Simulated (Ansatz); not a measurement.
Reaction (SMILES): F[SiH2]F + 2 [H][H] (H2) → 2 F (HF) + [SiH4] (SiH4)
B3LYP-D3(BJ)/def2-TZVP geometries, fixed; electronic energies without zero-point terms.

Basis-set convergence of the energy of full hydrogenation at CCSD(T) with Ansatz (a first-principles code). Cartesian d functions, on some or all atoms, in 6-31G*, 6-31G**, 6-31+G*, 6-311G**, 6-311+G**; all else is spherical. Cores are frozen. No added dispersion term, no relativity. Functions are those of the species that has most. Reference: Hartree-Fock in cc-pV(Q+d)Z plus the correlation part extrapolated as X^-3 from cc-pV(T+d)Z and cc-pV(Q+d)Z, 58.52 kcal/mol, itself unsure by roughly 0.43 kcal/mol (a third of the extrapolation step and of the last Hartree-Fock step). Deviations are taken from unrounded values.

```json
[
 {"basis": "STO-3G", "functions": "21", "energy of full hydrogenation (kcal/mol)": "35.33", "minus reference (kcal/mol)": "-23.19"},
 {"basis": "3-21G", "functions": "35", "energy of full hydrogenation (kcal/mol)": "78.23", "minus reference (kcal/mol)": "19.71"},
 {"basis": "6-31G", "functions": "35", "energy of full hydrogenation (kcal/mol)": "46.65", "minus reference (kcal/mol)": "-11.86"},
 {"basis": "6-31G*", "functions": "53", "energy of full hydrogenation (kcal/mol)": "74.67", "minus reference (kcal/mol)": "16.16"},
 {"basis": "6-31G**", "functions": "59", "energy of full hydrogenation (kcal/mol)": "65.43", "minus reference (kcal/mol)": "6.91"},
 {"basis": "6-31+G*", "functions": "65", "energy of full hydrogenation (kcal/mol)": "62.85", "minus reference (kcal/mol)": "4.33"},
 {"basis": "6-311G**", "functions": "75", "energy of full hydrogenation (kcal/mol)": "47.91", "minus reference (kcal/mol)": "-10.60"},
 {"basis": "6-311+G**", "functions": "87", "energy of full hydrogenation (kcal/mol)": "41.19", "minus reference (kcal/mol)": "-17.33"},
 {"basis": "6-311++G(2d,2p)", "functions": "109", "energy of full hydrogenation (kcal/mol)": "49.08", "minus reference (kcal/mol)": "-9.43"},
 {"basis": "6-311++G(3df,3pd)", "functions": "161", "energy of full hydrogenation (kcal/mol)": "50.40", "minus reference (kcal/mol)": "-8.12"}
]
```

Of the sets listed that have larger relatives (same family, alike in diffuse functions), none stays within 2 kcal/mol of the reference together with them.
